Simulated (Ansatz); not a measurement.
A nudged elastic band was laid between two geometries of CH8AlN (11 atoms, charge 0, multiplicity 1).

Computed with RHF/def2-SVP (Ansatz 0.2.0).

- movable images: 5
- climbing image: yes
- spring: 5.0 eV/Å²
- optimiser: quadratic models (default)
- start path: through a guess of the saddle point
- force threshold: 0.05 eV/Å
- iteration limit: 60
- end points: relaxed

First end point:

```xyz
11
Properties=species:S:1:pos:R:3
Al -0.018 -0.005 0.194
H -0.032 0.729 1.621
H 1.357 0.062 -0.630
C -1.715 -0.036 -0.847
H -2.582 -0.321 -0.238
H -1.938 0.957 -1.254
H -1.678 -0.719 -1.704
N 0.114 -1.994 0.853
H 0.098 -2.644 0.082
H 0.975 -2.142 1.359
H -0.647 -2.231 1.471
```

Last end point:

```xyz
11
Properties=species:S:1:pos:R:3
Al 0.025 -0.560 -0.790
H -0.122 -0.666 3.942
H 1.328 0.180 -1.298
C -1.773 -0.084 -1.425
H -2.560 -0.694 -0.974
H -2.003 0.965 -1.209
H -1.848 -0.200 -2.512
N 0.253 -1.855 0.402
H -0.475 -2.422 0.794
H 1.140 -2.160 0.755
H -0.033 -0.849 3.223
```

**Question.** Which bonds break or form, and what moves?

**Answer.** Bonds broken: Al1–H2, N8–H11. Bonds formed: H2–H11. CH8AlN becomes CH6AlN + H2.

**Question.** Give the energies along the band, and the barrier.

**Answer.** It converged. The highest image is number 2 of 0 to 6, 1.88 eV above the first end and 1.28 eV above the last; the last end lies 0.59 eV above the first. Neighbouring images differ by up to 1.8 eV, so the band resolves the path poorly. A vibrational analysis at the climbing image gives one clearly imaginary mode, 1730i cm⁻¹: a first-order saddle point. The orbitals stay closed-shell, which can raise the energy where a bond breaks towards radicals; this wasn't checked here.

| image | path coordinate (Å) | energy (eV) | Al1–H2 (Å) | N8–H11 (Å) | H2–H11 (Å) |
| --- | --- | --- | --- | --- | --- |
| 0 | 0.00 | 0.00 | 1.60 | 1.01 | 3.03 |
| 1 | 1.36 | 0.04 | 1.61 | 1.01 | 2.63 |
| 2 | 2.73 | 1.88 | 1.83 | 1.39 | 1.00 |
| 3 | 3.85 | 0.71 | 2.65 | 2.52 | 0.75 |
| 4 | 4.97 | 0.61 | 3.56 | 3.21 | 0.75 |
| 5 | 6.09 | 0.60 | 4.22 | 3.06 | 0.75 |
| 6 | 7.22 | 0.59 | 4.74 | 3.01 | 0.75 |

**Question.** What is the geometry of the highest image?

**Answer.** 
```xyz
11
Properties=species:S:1:pos:R:3
Al -0.018 -0.334 -0.014
H -0.315 -0.027 1.766
H 1.357 0.361 -0.369
C -1.694 -0.056 -1.004
H -2.534 -0.604 -0.564
H -1.977 1.001 -1.034
H -1.599 -0.388 -2.044
N 0.202 -2.051 0.815
H -0.486 -2.782 0.744
H 1.110 -2.464 0.941
H -0.115 -1.001 1.669
```

The band took 17 iterations and roughly 120 core-seconds.

Time of the run: 120 s on 1 thread of Arm Neoverse V1, on a shared host, peak memory 0.15 GiB.
